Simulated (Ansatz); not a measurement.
We consider fluorite CdF2, described by B3LYP (VWN-RPA form) (PAW; Ansatz, a program for electronic structure).

Numerical settings: plane-wave cutoff 460 eV, 8×8×8 k mesh, Fermi–Dirac smearing 0.01 eV, scalar-relativistic PAW data made under PBE.

The cell has the measured lattice: a = b = c = 5.388 Å, α = β = γ = 90.00°.

Task: What does this level give for the band gap and smallest direct gap on the k points sampled?

Result: 
- band gap: 5.40 eV (on the SCF k mesh)
- smallest direct gap on the k points sampled: 5.96 eV

Measured, for comparison: band gap 7.8 eV (temperature not stated, not corrected to a static lattice, indirect W–Γ; as tabulated in Cappellini et al. (2013), arXiv:1302.2571).

Note: cell and atoms aren't relaxed at this level (pressure 4.4 GPa).

Spin–orbit coupling is not included.
